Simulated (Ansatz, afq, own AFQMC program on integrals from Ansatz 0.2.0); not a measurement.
GeNH, triplet → GeNH, quintet

```xyz
3

Ge    0.0000   -0.0292    0.3009
N     0.0000    0.0385   -1.5921
H     0.0000    1.5661    0.4378
```

Connectivity, by distances: GeH–N.

E(quintet, charge +0) − E(triplet, charge +0) at this geometry, on UHF and UHF determinants.

Basis cc-pVTZ. Noble-gas cores (and the filled d shells of Ga–Kr and In–Xe) are frozen. Integrals, coupled cluster, full CI and functionals: Ansatz 0.2.0; the random walks run on the same integrals in our own AFQMC program. ph-AFQMC/CISD is guided by a CISD state made of CCSD amplitudes; releasing the constraint for a short imaginary time cuts its bias at the price of noise, slowly where states lie close. Uncertainties: one standard error, sampling alone. No spin–orbit coupling. The errors of all members are added in quadrature.

No full CI on the walks' own integrals is used here; CCSDT(Q) serves as the reference and is uncertain by about the last step of the cluster series. Each member takes its own surest rung, up to full CI.

Errors are counted within cc-pVTZ, not against nature.

Cautions: inner d shell frozen; no relativity below Rb; no spin-orbit coupling; GeNH (triplet): lower spins were not checked, an unrestricted solution with more broken spin lies lower, its ph-AFQMC/CISD value lies 28 ± 7 meV above CCSDT(Q); GeNH (quintet): another spin lies lower, the released energies are still falling, so no released level is given (meV from the phaseless value at times in 1/Eh: -15 ± 4 at 0.24, -16 ± 3 at 0.51, -26 ± 6 at 0.99, -26 ± 4 at 1.62, -30 ± 4 at 2.40), though the last usable value meets CCSDT(Q) within the noise, its ph-AFQMC/CISD value lies 25 ± 5 meV above CCSDT(Q).

| level | vertical spin gap (eV) |
| --- | --- |
| CCSD | 1.877 |
| HF | 1.215 |

From these cheaper values, estimate the vertical spin gap at the reference level in cc-pVTZ.

1.913 eV (CCSDT(Q) in cc-pVTZ).

```
        level  vertical spin gap (eV)  error against CCSDT(Q) (eV)
          MP2                   1.796                       -0.116
      CCSD(T)                   1.902                       -0.011
        CCSDT                   1.909                       -0.004
  ph-AFQMC/HF           1.910 ± 0.042               -0.003 ± 0.042
ph-AFQMC/CISD           1.910 ± 0.008               -0.002 ± 0.008
```

Correlation beyond CCSD(T) adds 0.011 eV. The perturbative (T) step is worth +0.025 eV.

A walk keeps the symmetry of its determinant, which the program's search chose and which needn't be the lowest solution, so a lower state of the same spin and another symmetry isn't excluded.
